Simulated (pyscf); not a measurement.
Structures and frequencies: ωB97X-D3(BJ)/def2-SVP in PySCF. MP2 and CC: frozen core, UHF for open shells. ΔMP2 is the change of the MP2 total energy from the triple- to the quadruple-zeta basis.

Problem. Estimate the classical barrier height and the reaction energy of `[SH][InH2]` -> `[InH]` [singlet] + `[SH2]` at CCSD(T)/def2-TZVPP + ΔMP2(QZVPP). The step runs on the singlet surface, breaks In–S, H–In and forms H–S; take the reactant's lowest minimum found as zero.

Solution. ΔE‡ = 2.07 eV, ΔE = +0.97 eV. Zero-point energy shifts the barrier by -0.07 eV. It is a 1,1-elimination, with an imaginary mode of 1208i cm⁻¹. On the product side the descent ends in a bound adduct, 0.38 eV under the separated species and 1.45 eV under the saddle at ωB97X-D3(BJ)/def2-TZVP. At ωB97X-D3(BJ) the barrier from the zero used here is 2.38 eV. This is the saddle that the search found; another between the same sides may lie lower. The CCSD(T) − MP2 part came from Ansatz, without density fitting, on the same reference. The frozen core leaves the outer d or s,p core shells of the metals and heavy elements correlated in the MP2 and CC values, and def2-TZVPP describes them poorly, which can shift differences by a few kcal/mol. Elements past Kr carry the def2 core potentials, without spin-orbit coupling.
